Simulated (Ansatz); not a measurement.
# BClH4O: the cost of one run

Program: Ansatz 0.2.0. Level of theory: RKS PBE/def2-SVP. These are calculated values, not measurements.

### Step 1. Starting point

Bond lengths: B1–Cl2 2.210 Å, B1–H3 1.190 Å, B1–O4 1.410 Å, O4–H5 1.010 Å, Cl2–H7 1.516 Å. Angles: B1–Cl2–H7 56.2°, Cl2–B1–H3 120.0°, Cl2–B1–O4 120.0°, H3–B1–O4 120.0°, B1–O4–H5 109.5°.

Structure file:

```xyz
7

B     0.0000    0.0000    0.0000
Cl    0.0000    0.0000    2.2100
H     1.0305    0.0000   -0.5950
O    -1.2211    0.0000   -0.7050
H    -1.7308   -0.8467   -0.4965
H    -0.1864    1.4017    0.4698
H    -0.1660    1.2482    1.3665
```

### Step 2. Pulling towards end A

Springs on the bonds that form and break draw the guess towards this end; the thresholds are loose.

Contents of input.yaml:

```yaml
crystal:
  periodic: [false, false, false]
  atoms:
    - { symbol: B, position_ang: [0.0, 0.0, 0.0] }
    - { symbol: Cl, position_ang: [0.0, 0.0, 2.21] }
    - { symbol: H, position_ang: [1.0305, 0.0, -0.595] }
    - { symbol: O, position_ang: [-1.2211, 0.0, -0.705] }
    - { symbol: H, position_ang: [-1.7308, -0.8467, -0.4965] }
    - { symbol: H, position_ang: [-0.1864, 1.4017, 0.4698] }
    - { symbol: H, position_ang: [-0.166, 1.2482, 1.3665] }
basis:
  gaussian: { orbitals: def2-SVP }
hamiltonian:
  xc: pbe
relax:
  f_tol: 0.15
  max_steps: 25
  restrain:
    - { distance: [0, 5], at: 2.39, k: 30.0 }
    - { distance: [6, 1], at: 2.57, k: 30.0 }
    - { distance: [0, 1], at: 1.86, k: 30.0 }
    - { distance: [6, 5], at: 0.66, k: 30.0 }
output:
  orbitals: {}
```

Started as:

```console
$ ansatz run input.yaml --threads 1 --pin off --max-ram 2048MiB --backend cpu --events-out ev --progress --plain --runs-dir out
```

What time and memory should one allow on 1 thread of Arm Neoverse V2, shared host?

About 14 s, with a peak of 0.12 GiB.
